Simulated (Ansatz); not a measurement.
Worked example: the enthalpy of formation of C2H6S2 (dimethyl disulfide)

C2H6S2 has 10 atoms, charge 0, and is taken as a singlet. SMILES: `CSSC`. The coordinates come from a PBE0-D4/def2-TZVP relaxation. This is one conformer, not always the lowest.

| atom | x (Å) | y (Å) | z (Å) |
| --- | --- | --- | --- |
| C | -1.0513 | 1.5018 | -0.3172 |
| S | 0.7404 | 1.3567 | -0.1539 |
| S | 0.9678 | -0.1197 | 1.2169 |
| C | 0.9152 | -1.6246 | 0.2219 |
| H | -1.4854 | 0.5952 | -0.7384 |
| H | -1.5061 | 1.7265 | 0.6467 |
| H | -1.2287 | 2.3325 | -1.0043 |
| H | 1.0958 | -2.4526 | 0.9114 |
| H | -0.0614 | -1.7581 | -0.2432 |
| H | 1.6966 | -1.6089 | -0.5368 |

Total energies at CCSD(T)/cc-pVDZ, 12 core orbitals frozen (Ansatz 0.2.0); the atoms run unrestricted:

| species | state | energy (Eh) |
| --- | --- | --- |
| C2H6S2 | singlet | -874.923815 |
| C | triplet | -37.760377 |
| S | triplet | -397.600553 |
| H | doublet | -0.499278 |

Harmonic wavenumbers at PBE0-D4/def2-TZVP, in cm⁻¹: 105, 147, 157, 237, 268, 531, 715, 718, 959, 964, 971, 971, 1332, 1339, 1447, 1453, 1466, 1470, 3054, 3056, 3145, 3145, 3161, 3161.

Measured heats of formation of the gaseous atoms at 298.15 K, in kJ/mol: C 716.9, S 277.0, H 218.0. Spin-orbit lowering of the atoms at 298 K (mean of the ground term's levels less their thermal mean, from spectra), in kJ/mol: C 0.02, S 1.88. Take 1 Eh = 2625.50 kJ/mol, 1 cm⁻¹ = 0.0119627 kJ/mol, RT = 2.479 kJ/mol.

Q: What heat of formation follows?

A: 
1. Electronic atomisation energy: 2 × (-37.760377) + 2 × (-397.600553) + 6 × (-0.499278) − (-874.923815) = 1.206287 Eh = 3167.1 kJ/mol.
2. Zero-point energy: half the sum of the wavenumbers, 16986 cm⁻¹ = 203.2 kJ/mol.
3. Thermal vibrational enthalpy, Σ hcν̃/(exp(hcν̃/kT) − 1): 9.4 kJ/mol. Translation, rotation and pV of a non-linear molecule: 4 RT = 9.9 kJ/mol.
4. The 10 free atoms carry 5/2 RT each: 62.0 kJ/mol.
5. Spin-orbit coupling lowers the free atoms by 2 × 0.02 + 2 × 1.88 = 3.8 kJ/mol.
6. Atomisation enthalpy at 298 K: 3167.1 − 3.8 − 203.2 − 9.4 − 9.9 + 62.0 = 3002.8 kJ/mol.
7. Sum of the atoms' heats of formation: 3295.8 kJ/mol. Heat of formation: 3295.8 − 3002.8 = +293.0 kJ/mol.

The tabulated value is -24.7 kJ/mol (CRC Handbook of Chemistry and Physics), so this level is off by +317.7 kJ/mol, or 9.6 % of the atomisation enthalpy that the table implies (3320.4 kJ/mol). Coupled cluster needs large bases for atomisation: in a finite one the molecule is underbound. A double-zeta basis underbinds. Anharmonicity and any spin-orbit splitting of the molecule are left out, and so is core correlation.
